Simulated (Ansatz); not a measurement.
Born–Oppenheimer molecular dynamics of AlH6NO (9 atoms, charge 0, multiplicity 1). It starts from a rough guess of a transition structure, not a stationary point.

Computed with UKS PBE/6-31G* in Ansatz.

| Item | Value |
| --- | --- |
| ensemble | NVE (velocity Verlet) |
| time step | 0.5 fs |
| steps asked | 150 |
| starting velocities drawn for | 300 K |
| seed | 804342 |

Frames 5 fs apart, positions in Å, forces in eV/Å.

Velocities at 5 fs (Å/ps):

```
Al 1.93 1.12 -2.04
N 2.91 -3.78 -3.79
H -9.53 -8.89 -19.28
H 20.70 -5.79 22.56
H -22.70 52.17 6.83
O -3.07 0.20 4.53
H -4.29 -11.17 11.84
H 1.26 4.08 -2.36
H -28.95 -10.91 15.84
```

```xyz
9
Properties=species:S:1:pos:R:3:forces:R:3 time_fs=5 energy_less_start_eV=-0.123 T=436
Al -0.275 -0.933 0.746 0.54 0.52 -2.98
N -0.528 1.175 0.025 1.07 -1.59 -1.00
H -1.516 -1.996 0.313 0.58 0.83 0.27
H 0.577 -1.150 2.043 0.15 0.23 0.46
H 0.242 0.663 -0.753 -0.37 0.29 0.97
O 0.925 -0.618 -1.014 -1.00 0.21 0.84
H -0.022 1.935 0.520 -0.59 -0.24 -0.31
H -1.283 1.515 -0.604 0.16 0.06 0.91
H 1.808 -0.595 -1.460 -0.54 -0.30 0.85
9
Properties=species:S:1:pos:R:3:forces:R:3 time_fs=10 energy_less_start_eV=-0.358 T=696
Al -0.261 -0.926 0.723 2.03 0.11 -2.30
N -0.510 1.147 0.002 -1.95 0.33 2.37
H -1.491 -1.935 0.261 0.28 0.61 0.38
H 0.651 -1.141 2.149 -0.73 0.40 -0.73
H 0.155 0.905 -0.677 2.36 -1.21 -2.15
O 0.891 -0.617 -0.979 -0.83 -0.23 1.05
H -0.094 1.882 0.568 -0.03 0.34 0.42
H -1.287 1.545 -0.520 -0.73 0.06 0.19
H 1.789 -0.696 -1.369 -0.40 -0.41 0.78
9
Properties=species:S:1:pos:R:3:forces:R:3 time_fs=15 energy_less_start_eV=-0.815 T=1201
Al -0.229 -0.917 0.680 2.29 1.55 -1.73
N -0.508 1.121 0.000 0.58 1.16 -0.12
H -1.428 -1.757 0.284 -1.16 -0.65 -0.08
H 0.577 -1.043 2.111 -0.29 0.20 -0.33
H 0.318 0.962 -0.796 -1.90 -0.25 1.61
O 0.841 -0.619 -0.926 -0.45 -0.30 0.82
H -0.191 1.861 0.668 0.14 -0.57 -0.26
H -1.389 1.558 -0.364 0.56 -0.77 -0.13
H 1.746 -0.879 -1.146 0.22 -0.38 0.22
9
Properties=species:S:1:pos:R:3:forces:R:3 time_fs=20 energy_less_start_eV=-1.075 T=1487
Al -0.180 -0.896 0.621 -1.20 0.51 -1.61
N -0.502 1.110 0.003 -2.71 0.44 3.62
H -1.571 -1.680 0.311 0.09 0.01 0.21
H 0.446 -0.898 2.022 0.57 0.01 0.96
H 0.181 0.964 -0.682 1.64 0.16 -2.14
O 0.790 -0.627 -0.863 2.71 -2.16 0.04
H -0.239 1.756 0.743 0.66 0.31 0.13
H -1.427 1.430 -0.260 -0.38 -0.10 -0.82
H 1.668 -1.141 -0.837 -1.39 0.84 -0.38
9
Properties=species:S:1:pos:R:3:forces:R:3 time_fs=25 energy_less_start_eV=-0.625 T=992
Al -0.142 -0.870 0.551 -4.41 0.25 3.22
N -0.526 1.107 0.049 0.56 -0.40 -1.34
H -1.706 -1.617 0.376 1.07 0.30 0.12
H 0.419 -0.751 2.091 0.22 -0.19 -0.35
H 0.182 1.018 -0.802 -1.54 0.64 2.01
O 0.769 -0.661 -0.802 2.27 -0.51 -2.84
H -0.174 1.700 0.813 -0.47 0.38 -0.53
H -1.492 1.268 -0.295 0.55 0.49 0.52
H 1.456 -1.297 -0.633 1.75 -0.95 -0.81
9
Properties=species:S:1:pos:R:3:forces:R:3 time_fs=30 energy_less_start_eV=-0.626 T=992
Al -0.140 -0.842 0.509 -3.94 0.51 5.72
N -0.552 1.099 0.088 -1.00 -0.29 1.54
H -1.623 -1.498 0.469 0.07 -0.22 -0.13
H 0.451 -0.648 2.103 0.00 -0.31 -0.79
H 0.022 1.188 -0.694 1.68 0.25 -2.08
O 0.795 -0.713 -0.780 5.19 -2.49 -3.90
H -0.195 1.739 0.795 -0.63 0.43 0.25
H -1.497 1.218 -0.249 -0.74 0.67 0.45
H 1.431 -1.506 -0.635 -0.62 1.45 -1.06
9
Properties=species:S:1:pos:R:3:forces:R:3 time_fs=35 energy_less_start_eV=-1.161 T=1584
Al -0.170 -0.808 0.512 0.20 0.67 1.83
N -0.584 1.091 0.134 0.18 3.00 -2.12
H -1.546 -1.440 0.534 -1.38 -0.79 -0.21
H 0.492 -0.614 1.957 0.23 -0.18 0.36
H 0.007 1.403 -0.760 -1.42 -1.08 1.90
O 0.883 -0.791 -0.812 0.08 1.00 -1.37
H -0.353 1.850 0.808 0.10 -0.68 0.13
H -1.586 1.302 -0.093 0.62 -0.35 -0.08
H 1.419 -1.558 -0.858 1.37 -1.59 -0.43
9
Properties=species:S:1:pos:R:3:forces:R:3 time_fs=40 energy_less_start_eV=-1.175 T=1598
Al -0.202 -0.771 0.533 0.87 -1.30 -1.04
N -0.621 1.124 0.160 -2.12 0.80 2.33
H -1.706 -1.526 0.551 0.57 0.33 -0.16
H 0.583 -0.621 1.882 0.13 -0.02 0.74
H -0.160 1.444 -0.632 1.50 0.72 -2.52
O 0.988 -0.872 -0.869 -0.08 -1.13 0.07
H -0.478 1.843 0.878 0.98 -0.28 0.51
H -1.613 1.322 0.034 -0.64 -0.58 -0.72
H 1.516 -1.692 -1.156 -1.21 1.45 0.79
9
Properties=species:S:1:pos:R:3:forces:R:3 time_fs=45 energy_less_start_eV=-0.796 T=1180
Al -0.225 -0.744 0.546 2.07 -1.75 -1.36
N -0.681 1.180 0.201 0.26 0.75 -2.17
H -1.769 -1.553 0.530 1.01 0.66 -0.07
H 0.689 -0.635 1.951 -0.64 0.04 -0.39
H -0.188 1.522 -0.736 -0.93 -0.70 2.39
O 1.084 -0.957 -0.919 -2.42 2.07 2.28
H -0.416 1.757 1.026 -0.15 -0.07 -0.68
H -1.712 1.222 0.028 0.68 0.25 0.27
H 1.468 -1.700 -1.364 0.12 -1.24 -0.27
9
Properties=species:S:1:pos:R:3:forces:R:3 time_fs=50 energy_less_start_eV=-0.533 T=889
Al -0.230 -0.732 0.547 3.39 -1.13 -1.81
N -0.743 1.241 0.224 -0.35 -2.25 2.05
H -1.629 -1.445 0.491 -0.54 -0.16 -0.07
H 0.661 -0.639 1.951 -0.52 0.15 -0.37
H -0.287 1.534 -0.569 1.65 1.21 -2.75
O 1.150 -1.023 -0.945 -1.58 0.24 1.33
H -0.370 1.672 1.067 -0.55 0.56 0.19
H -1.736 1.173 0.065 -0.70 0.59 0.42
H 1.365 -1.815 -1.516 -0.80 0.78 0.99
9
Properties=species:S:1:pos:R:3:forces:R:3 time_fs=55 energy_less_start_eV=-0.636 T=1003
Al -0.206 -0.730 0.531 2.58 -0.51 -2.88
N -0.799 1.276 0.254 1.63 -0.11 -1.51
H -1.603 -1.370 0.433 -0.94 -0.50 -0.14
H 0.528 -0.608 1.891 0.35 0.19 0.78
H -0.245 1.674 -0.622 -1.77 -0.75 2.07
O 1.192 -1.077 -0.944 -1.91 0.54 1.84
H -0.442 1.704 1.125 -0.42 0.24 -0.42
H -1.839 1.260 0.189 0.82 0.50 -0.19
H 1.085 -1.865 -1.528 -0.34 0.39 0.45
9
Properties=species:S:1:pos:R:3:forces:R:3 time_fs=60 energy_less_start_eV=-0.923 T=1320
Al -0.159 -0.733 0.492 0.61 -0.69 -1.73
N -0.837 1.303 0.274 -0.95 -1.55 2.99
H -1.750 -1.391 0.347 1.04 0.23 -0.05
H 0.448 -0.535 1.968 0.09 0.00 -0.01
H -0.432 1.759 -0.469 1.31 1.67 -2.67
O 1.202 -1.123 -0.915 -2.44 0.19 1.71
H -0.583 1.802 1.132 0.56 0.01 0.10
H -1.844 1.443 0.266 -0.53 -0.36 -0.57
H 0.767 -1.842 -1.446 0.32 0.50 0.23
```

Of the whole run (75 fs, mean temperature of the second half 1244 K): The conserved energy stayed within 0.41 meV per atom of its start (net change 0.035 meV per atom), so the integration is sound. The kinetic energy rose, since the run started high on the potential surface and went downhill. A run of 0.075 ps of so small a system gives no equilibrium averages. The orbitals were unrestricted but ended closed-shell.

Time of the run: 8.8 min on 1 thread of Intel(R) Xeon(R) Platinum 8259CL CPU @ 2.50GHz (Skylake/Cascade Lake), on a shared host, peak memory 0.15 GiB.
